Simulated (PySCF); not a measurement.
# One shape, several levels: PH2 (SMILES [PH2])

We compute a comparison of 4 runs (UB3LYP/6-31G*, UM06-2X/6-31G*, UCISD/6-31G*, FCI/6-31G*) of PH2. 

The results are computed with PySCF 2.14.0.

3 further runs of the same task are left out: 3 set aside as unsound or not needed.

**1. The system as given**

The species is PH2 (3 atoms), meant as a doublet with charge 0. SMILES: `[PH2]`. The P1–H3 distance was set to 2.088 Å, away from the relaxed value. At this shape a bond of the SMILES string is far longer than usual.

Bond lengths: P1–H2 1.392 Å. A long bond or contact: P1–H3 2.088 Å.

**2. The energy at UB3LYP/6-31G(d) (spherical functions) (run 1)**

Input file input.xyz:

```xyz
3
H2P
P      1.084717    -0.091807     0.591583
H      0.681757     1.238303     0.511323
H     -0.625980    -0.724620    -0.425100
```

Input file input.py:

```python
from pyscf import gto, dft

system = gto.Mole()
system.atom = 'input.xyz'
system.basis = '6-31g*'
system.max_memory = 1860
system.verbose = 3
system.spin = 1
system.build()

myscf = dft.UKS(system, xc='b3lyp')
myscf.grids.level = 5
myscf.conv_tol = 1e-10
myscf.kernel()
if not myscf.converged:
    myscf = myscf.newton().run(myscf.mo_coeff, myscf.mo_occ)

e_tot = myscf.e_tot
print(f'total energy: {e_tot:.8f} hartree')
```

Started as:

```console
OMP_NUM_THREADS=1 python input.py
```

Standard output:

```text
WARN: HOMO -0.203636148675118 >= LUMO -0.203636148675119

converged SCF energy = -342.437109710597  <S^2> = 0.77076673  2S+1 = 2.02066
total energy: -342.43710971 hartree
```

Wall time 2.8 s (1 thread of Arm Neoverse V2, shared host); peak memory 0.19 GiB.

**3. The energy at UM06-2X/6-31G(d) (spherical functions) (run 2)**

Input file input.py:

```python
from pyscf import gto, dft

mol = gto.Mole()
mol.atom = '''
P      2.049818    -0.173490     1.117930
H      1.288334     2.340054     0.966260
H     -1.182931    -1.369333    -0.803323
'''
mol.unit = 'bohr'
mol.verbose = 4
mol.spin = 1
mol.basis = '6-31g*'
mol.max_memory = 1860
mol.charge = 0
mol.build()

mf = dft.UKS(mol)
mf.xc = 'm06-2x'
mf.conv_tol = 1e-10
mf.grids.level = 5
mf.kernel()
if not mf.converged:
    mf = mf.newton().run(mf.mo_coeff, mf.mo_occ)

e_tot = mf.e_tot
print('E = %.10f Eh' % e_tot)
```

Started as:

```console
OMP_NUM_THREADS=1 python input.py
```

Standard output:

```text
PySCF version 2.14.0

[INPUT] num. atoms = 3
[INPUT] num. electrons = 17
[INPUT] charge = 0
[INPUT] spin (= nelec alpha-beta = 2S) = 1
[INPUT] symmetry False subgroup None
[INPUT] Mole.unit = bohr
[INPUT] Symbol           X                Y                Z      unit          X                Y                Z       unit  Magmom
[INPUT]  1 P      1.084716972134  -0.091806954323   0.591583079404 AA    2.049818000000  -0.173490000000   1.117930000000 Bohr   0.0
[INPUT]  2 H      0.681756992853   1.238303249122   0.511322771824 AA    1.288334000000   2.340054000000   0.966260000000 Bohr   0.0
[INPUT]  3 H     -0.625980127291  -0.724619817761  -0.425100224608 AA   -1.182931000000  -1.369333000000  -0.803323000000 Bohr   0.0

[... 91 lines left out ...]
converged SCF energy = -342.378314442636  <S^2> = 0.79164585  2S+1 = 2.0412211
E = -342.3783144426 Eh
```

It took 4.2 s on 1 thread of Arm Neoverse V2, shared host; peak memory 0.2 GiB.

Run 3 isn't shown in full; the table further down has it.

**4. A single-point energy at FCI/6-31G(d) (spherical functions) (run 4)**

Input file job.py:

```python
from pyscf import gto, scf, mcscf

molecule = gto.M(
    atom=[
    ('P', (1.084717, -0.091807, 0.591583)),
    ('H', (0.681757, 1.238303, 0.511323)),
    ('H', (-0.625980, -0.724620, -0.425100)),
],
    basis='6-31g*',
    verbose=4,
    max_memory=1860,
    spin=1,
    charge=0,
)

myscf = scf.ROHF(molecule)
myscf.conv_tol = 1e-10
myscf.kernel()
if not myscf.converged:
    myscf = myscf.newton().run(myscf.mo_coeff, myscf.mo_occ)

cas = mcscf.CASCI(myscf, myscf.mo_coeff.shape[-1] - 5, (molecule.nelec[0] - 5, molecule.nelec[1] - 5))  # full CI above the frozen core
cas.fix_spin_(ss=0.75)
cas.kernel()
energy = cas.e_tot
print('E(%s) = %.9f' % ('FCI', energy))
```

Started as:

```console
OMP_NUM_THREADS=1 python job.py
```

Standard output:

```text
PySCF version 2.14.0

[INPUT] num. atoms = 3
[INPUT] num. electrons = 17
[INPUT] charge = 0
[INPUT] spin (= nelec alpha-beta = 2S) = 1
[INPUT] symmetry False subgroup None
[INPUT] Mole.unit = angstrom
[INPUT] Symbol           X                Y                Z      unit          X                Y                Z       unit  Magmom
[INPUT]  1 P      1.084717000000  -0.091807000000   0.591583000000 AA    2.049818052660  -0.173490086318   1.117929849949 Bohr   0.0
[INPUT]  2 H      0.681757000000   1.238303000000   0.511323000000 AA    1.288334013505   2.340053529227   0.966260431191 Bohr   0.0
[INPUT]  3 H     -0.625980000000  -0.724620000000  -0.425100000000 AA   -1.182930759455  -1.369333344382  -0.803322575553 Bohr   0.0

[... 44 lines left out ...]
converged SCF energy = -341.765016242088
[... 1 line left out ...]
******** <class 'pyscf.mcscf.casci.CASCI'> ********
CAS (4e+3e, 17o), ncore = 5, nvir = 0
natorb = False
canonicalization = True
sorting_mo_energy = False
******** <class 'pyscf.fci.addons.SpinPenaltyFCISolver'> ********
max. cycles = 200
conv_tol = 1e-08
davidson only = True
linear dependence = 1e-12
level shift = 0.001
max iter space = 12
nroots = 1
pspace_size = 400
spin = None
Density matrix diagonal elements [1.96357806 1.94154999 1.8342133  0.99215963 0.15544382 0.02787124
 0.00921601 0.0115044  0.00652085 0.00876288 0.00768488 0.0073583
 0.00738131 0.00775632 0.00800939 0.00537768 0.00561193]
CASCI converged
CASCI E = -341.902253191682  E(CI) = -10.9433930954655  S^2 = 0.7500000
E(FCI) = -341.902253192
```

Wall time 2 min (1 thread of Arm Neoverse V2, shared host); peak memory 0.47 GiB.

**5. All runs side by side**

```tsv
run	level	integration grid	frozen core orbitals	energy (Eh)	dipole moment (D) of the reference	HOMO energy (eV)	LUMO energy (eV)	wall time
1	UB3LYP/6-31G* (spherical functions)	5	–	-342.437110	0.86	-7.03	-3.54	2.8 s
2	UM06-2X/6-31G* (spherical functions)	5	–	-342.378314	0.83	-8.22	-2.42	4.2 s
3	UCISD/6-31G* (spherical functions)	–	5	-341.889084	1.03	-10.16	0.77	0.66 s
4	FCI/6-31G* (spherical functions)	–	5	-341.902253	1.02	–	–	2 min
```

**6. Results**

| quantity | value |
| --- | --- |
| run 4: total energy | -341.90225 Eh |
| run 4: dipole moment (Hartree–Fock density) | 1.02 D |
| run 4: correlation energy (5 core orbitals frozen) | -137.2 mEh |

In words: Against full CI in this basis: UCISD +13.2 mEh. Totals of different functionals can't be ranked against each other. All runs together took 2.1 min, the longest 2 min.
